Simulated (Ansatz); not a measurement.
Isomers of Na₃ (doublet), relaxed with B3LYP/def2-TZVP; total energies from Ansatz at PBE-QIDH/def2-TZVP.

```tsv
isomer	description	energy (Eh)
A	point group C2v; 2 × Na–Na 3.22 to 3.23 Å	-486.44528
B	point group C2v; 2 × Na–Na 3.22 Å	-486.44695
```

Correlated methods freeze 3 core orbitals; core or outer-core shells of Na are correlated, in sets that lack core-valence functions.

The isomers come from a short search, and lower ones may exist.

Question: Work out the relative energies (1 Eh = 2625.5 kJ/mol) and the Boltzmann populations at 298 K from electronic energies alone (R = 8.314 J/mol/K).

Answer: ΔE: A 4.4, B 0.0 kJ/mol. RT = 2.48 kJ/mol. Factors exp(−ΔE/RT): A 0.17, B 1; sum 1.170. Populations: A 14.5 %, B 85.5 %. Zero-point energy, vibrational entropy and symmetry numbers are left out and can shift these; an error of 4 kJ/mol changes a ratio by a factor of 5.0. Over the other density-functional and correlated levels in def2 sets, the gap between B and A ranges from 3 to 4 kJ/mol.
